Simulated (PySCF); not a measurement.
Molecule: SMILES C/C=C/CF, C$_{4}$H$_{7}$F.

Bonds (- single, = double, # triple, : aromatic): C1-C2, C2=C3, C3-C4, C4-F5. C1 carries H6, H7, H8; C2 carries H9; C3 carries H10; C4 carries H11, H12. Stereochemistry as in C/C=C/CF.

Frames of a GFN2-xTB Langevin trajectory at 300 K; GIAO PBE0/pcSseg-1 shieldings in PySCF 2.14.0 with density-fitted response routines, gas phase, non-relativistic; equivalent atoms averaged within each frame.

δ = σ(ref) − σ, references computed at the same level: ¹³C (σref 186.93), ¹H (σref 31.72) vs TMS; ¹⁹F (σref 170.95) vs CFCl3. The references are static minima.

How do the shifts (ppm) fluctuate along the trajectory?

## Answers


```tsv
time (fs)	C2	C3	C4	C1	F5	H9	H10	H11/H12	H6/H7/H8
optimised geometry	131.7	133.2	86.3	22.0	-260.7	6.19	5.54	5.26	1.93
250	142.8	135.2	81.4	17.1	-233.5	6.21	5.72	5.34	1.64
425	149.2	127.4	89.2	17.4	-217.4	6.05	5.74	5.17	1.79
625	127.7	133.5	87.3	21.9	-250.1	5.56	6.33	5.02	2.09
800	133.9	139.8	89.0	26.8	-243.1	5.50	6.68	5.82	2.28
1000	146.2	137.0	86.2	26.5	-239.1	6.23	6.29	5.52	2.77
mean of frames	139.9	134.6	86.6	22.0	-236.7	5.91	6.15	5.37	2.11
standard deviation	8.9	4.7	3.2	4.7	12.3	0.35	0.41	0.31	0.44
```

5 frames give an uncertainty of the mean of about the standard deviation over 2.2 at best, since frames this close in time may not be independent; classical motion lacks zero-point vibration, and the reference would need the same averaging.
